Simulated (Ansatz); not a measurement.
Born–Oppenheimer molecular dynamics of BFH₄ (6 atoms, charge 0, multiplicity 1). It starts at the highest image of a converged band, a first-order saddle point between two minima.

Computed with RKS PBE/def2-SVP (Ansatz).

```
ensemble                      : NVE (velocity Verlet)
time step                     : 0.5 fs
steps asked                   : 200
starting velocities drawn for : 300 K
seed                          : 2687
```

First frame:

```xyz
6
Properties=species:S:1:pos:R:3
B 0.009 -0.160 0.058
H 0.003 0.217 1.314
H 1.066 0.124 -0.459
H -1.068 0.062 -0.448
F 0.058 -1.743 0.574
H 0.037 -0.902 1.322
```

Q: How far do the bonds stretch over the last three quarters of this one trajectory? (Pairs bonded in most of those frames.)

A: 
```
 bond  mean (Å)  spread (Å)  shortest  longest
B1–H2     1.219       0.017      1.19     1.25
B1–H3     1.216       0.006      1.20     1.23
B1–H4     1.214       0.010      1.19     1.23
F5–H6     0.940       0.012      0.92     0.96
```

Mean temperature of the second half: 161 K. The conserved energy stayed within 0.051 meV per atom of its start (net change 0.023 meV per atom), so the integration is sound. A run of 0.1 ps of so small a system gives no equilibrium averages. The orbitals stay closed-shell, which can raise the energy where a bond breaks towards radicals; this wasn't checked here.

The run took 2.3 min on 1 thread of Arm Neoverse V1, on a shared host, peak memory 0.085 GiB.
